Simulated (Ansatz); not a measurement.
**Predicting the next basis: MP2 on doublet AlCl−**

AlCl−: 2 atoms, total charge -1, spin state doublet. SMILES of the parent species: `[Al][Cl]`. The bond length is the one measured for the parent species. That shape belongs to the parent species and isn't relaxed for this state.

MP2 correlation energies, 10 core orbitals frozen (Ansatz 0.2.0):

```
      basis  X  correlation energy (Eh)
aug-cc-pVDZ  2                -0.199071
aug-cc-pVTZ  3                -0.255359
aug-cc-pVQZ  4                        ?
```

Q: Take E(X) = E∞ + A/X³, fix the two constants on the known rows and predict the third.

A: 
1. A = (-0.199071 − (-0.255359))/(1/8 − 1/27) = 0.63991 Eh.
2. E∞ = -0.255359 − 0.63991/27 = -0.279059 Eh.
3. X = 4: -0.279059 + 0.63991/64 = -0.269060 Eh.

The run gave -0.276997 Eh, so the prediction is off by +7.9 mEh, 37 % of the last step. The small sets lie short of the range where X⁻³ holds, so the true step is larger than predicted.
